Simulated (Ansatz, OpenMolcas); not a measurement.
OpenMolcas → Ansatz

This OpenMolcas 26.06 job computes triplet SiH4O:

calc.inp:
```
* H4OSi Kohn-Sham DFT
&gateway
baslib = $CurrDir
basisset
Si.STO-3G....
Si1 -0.059940 -0.114970 -0.407910 angstrom
End of Basis
basisset
O.STO-3G....
O2 -0.059540 -0.091910 1.217130 angstrom
End of Basis
basisset
H.STO-3G....
H3 0.327320 0.620940 1.717260 angstrom
H4 1.313150 -0.112770 -0.916850 angstrom
H5 -0.760380 1.058380 -0.933190 angstrom
H6 -0.760600 -1.359670 -0.676430 angstrom
End of Basis
&seward
gridinput
Grid=UltraFine
End of Grid
&scf
uhf
spin = 3
ksdft = SVWN5
thresholds = 1e-10 1e-07 1e-07 1e-05
prorbitals = 1 1
```

```bash
$ export MOLCAS_MEM=1860
$ pymolcas calc.inp > calc.log
```

(Basis files named in the input come from the Basis Set Exchange and aren't shown.)

Geometry: relaxed at GFN2-xTB. That shape belongs to the parent species and isn't relaxed for this state.

It gives a total energy of -360.560353 Eh.

**Question.** Translate the job to Ansatz 0.2.0 as an input file of the program's own.

**Answer.** One way, which was run:

input.yaml:
```yaml
crystal:
  periodic: [false, false, false]
  atoms:
    - {symbol: Si, position_ang: [-0.059940, -0.114970, -0.407910]}
    - {symbol: O, position_ang: [-0.059540, -0.091910, 1.217130]}
    - {symbol: H, position_ang: [0.327320, 0.620940, 1.717260]}
    - {symbol: H, position_ang: [1.313150, -0.112770, -0.916850]}
    - {symbol: H, position_ang: [-0.760380, 1.058380, -0.933190]}
    - {symbol: H, position_ang: [-0.760600, -1.359670, -0.676430]}
basis:
  gaussian: {orbitals: STO-3G}
magnetization: {spin_polarized: true, initial_magnetization: 2}
hamiltonian: {xc: {name: SVWN5}}
accuracy: high
```

```bash
$ ansatz run input.yaml --threads 1 --pin off --max-ram 2610MiB --events-out events.jsonl --progress --plain --runs-dir runs
```

Its energy is -360.560352 Eh, 0.001 mEh from the first.
